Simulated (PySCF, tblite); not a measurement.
# C6H6+ (doublet): geometry, infrared bands and EPR parameters

Wanted: the infrared bands and EPR parameters of C6H6+ (doublet) (`CC#C[C]=[C+]C`), by calculation.

Programs: tblite 0.8.0 and PySCF 2.14.0, with density-fitted response routines of our own. Each step states its level of theory. These are calculated values for one molecule in the gas phase, unless marked as measured. Atoms count from 0, in the outputs and in this text.

### Step 1. The molecule as given

12 atoms, charge 1, multiplicity 2; geometry from: force field or distance geometry start.

Bonds of the start (Å): C0–C1 1.46, C1–C2 1.21, C2–C3 1.45, C3–C4 1.31, C4–C5 1.47, C0–H6 1.12, C0–H7 1.12, C0–H8 1.12, C5–H9 1.11, C5–H10 1.11, C5–H11 1.09.

### Step 2. Geometry optimisation with GFN2-xTB

Job settings and geometry (Å):

```
{"job": {"kind": "relax", "xc": "GFN2-xTB", "basis": "xTB"}, "charge": 1, "multiplicity": 2}
C     -2.933000     0.081500     0.409400
C     -1.656500     0.161400    -0.295600
C     -0.571500     0.219000    -0.837500
C      0.694200     0.314600    -1.537000
C      1.766400     0.233100    -0.789900
C      2.906600     0.140600     0.130800
H     -2.742300     0.263200     1.502200
H     -3.652300     0.862000     0.057000
H     -3.397600    -0.918900     0.245800
H      3.752400    -0.408000    -0.335000
H      2.604900    -0.346000     1.077500
H      3.229800     1.161700     0.346200
```

On the command line:

```
$ OMP_NUM_THREADS=1 python probes_run.py task.json out
```

The driver reads the jobs from task.json and runs them one after another.

**Question.** This job is followed by: GFN2-xTB harmonic vibrations, gas phase; UKS B3LYP, pcH-1 on C H, non-relativistic, mean-field spin-orbit, GIAO. What will the session give for the following? strongest single infrared mode (GFN2-xTB); zero-point energy (GFN2-xTB); g(iso) (B3LYP); ⟨S²⟩; largest a(iso) (averaged by class); property runs in this session.

The runs gave:

```
                                 quantity                                            value
strongest single infrared mode (GFN2-xTB)                           2148 cm⁻¹, 1148 km/mol
             zero-point energy (GFN2-xTB)                                    55.1 kcal/mol
                           g(iso) (B3LYP)                                          2.02045
                                     ⟨S²⟩                               0.759 (exact 0.75)
       largest a(iso) (averaged by class)         1H on H6, H7, H8, H9, H10, H11, 54.6 MHz
            property runs in this session  1, of which 0 failed and 1 gave unsound results
```

**Reading.** Relaxing lowered the energy by 1.742 eV in 57 steps; the close pair that moved most is C2–C3, from 1.449 to 1.328 Å. The lowest mode is slightly imaginary (10i cm⁻¹), a soft motion within the noise of the Hessian, so the minimum is not strictly shown. The strongest single mode, at 2148 cm⁻¹, is carried by C4, C1, C3, C2. Unscaled tight-binding wavenumbers are off by several per cent, some by more. Its intensities can rank the bands wrongly. The largest spin populations lie on C4 (0.36 e), C1 (0.36 e). The isotropic g lies 18.1 ppt above the free-electron value. These values are not to be trusted: the run shows nearly degenerate orbitals, where second-order g theory doesn't apply. The conformer search found further structures of the same energy, which may be mirror or relabelled copies of this one.
